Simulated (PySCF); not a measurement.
Rigid-rotor lines calculated for a species of formula C4H3ClS (commonest isotopes; PySCF, PBE0-D3(BJ)/def2-TZVP geometry optimisation, gas phase), labelled J(Ka,Kc):

```csv
transition,MHz
"2(0,2) ← 1(0,1)",5545.3
"2(1,1) ← 1(1,0)",5818.6
"1(1,1) ← 0(0,0)",8484.4
"1(0,1) ← 0(0,0)",2777.1
"2(1,2) ← 1(1,1)",5289.9
```

Q: Find the rotational constants.

A: 1(0,1) ← 0(0,0) is B + C, 2(1,1) ← 1(1,0) is 3B + C and 2(1,2) ← 1(1,1) is B + 3C, so B − C is half the difference of the last two, 264.4 MHz. 1(1,1) ← 0(0,0) is A + C. A = 7228.0, B = 1520.7, C = 1256.4 MHz.

Q: What moments of inertia, asymmetry and inertial defect follow?

A: I = 505379 MHz·u·Å² over each constant: Ia = 69.92, Ib = 332.32, Ic = 402.24 u·Å²; κ = (2B − A − C)/(A − C) = -0.911 (near-prolate asymmetric top); Δ = Ic − Ia − Ib = 0.00 u·Å².

Q: Which dipole components do these lines need?

A: μa and μb (a-type: ΔKa even, ΔKc odd; b-type: both odd). The calculation gives |μa| = 1.20 D, |μb| = 0.42 D, |μc| = 0.00 D.

Q: Predict further lines from these constants: 2(2,1) ← 2(1,2); 2(2,0) ← 1(1,1); 2(1,2) ← 1(0,1); 2(1,1) ← 2(1,2); 2(2,1) ← 1(1,0); 2(1,1) ← 2(0,2); 2(2,0) ← 2(1,1); 1(1,0) ← 1(0,1).

A: 
```csv
transition,MHz,type,branch
"2(1,1) ← 2(1,2)",793,a,Q
"1(1,0) ← 1(0,1)",5972,b,Q
"2(1,1) ← 2(0,2)",6245,b,Q
"2(1,2) ← 1(0,1)",10997,b,R
"2(2,0) ← 2(1,1)",17131,b,Q
"2(2,1) ← 2(1,2)",17915,b,Q
"2(2,1) ← 1(1,0)",22940,b,R
"2(2,0) ← 1(1,1)",23214,b,R
```

Q: Which structure gave them?

A: `Clc1ccsc1` (3-chlorothiophene), point group Cs. Three constants can't fix a structure by themselves; this is the one that was computed:
```
atom  x, y, z in Å
Cl1    2.338   -0.917    0.719
C2     0.860   -0.191    0.232
C3    -0.349   -0.919    0.108
C4    -1.374   -0.117   -0.291
S5    -0.870    1.497   -0.511
C6     0.735    1.132   -0.070
H7    -0.435   -1.978    0.307
H8    -2.402   -0.394   -0.466
H9     1.501    1.890   -0.052
```

Stationary, but not proved a minimum. These are rigid-rotor constants of the computed structure; measured ground-state constants (B0) also hold zero-point vibration. Quadrupole hyperfine structure (35Cl) is left out.
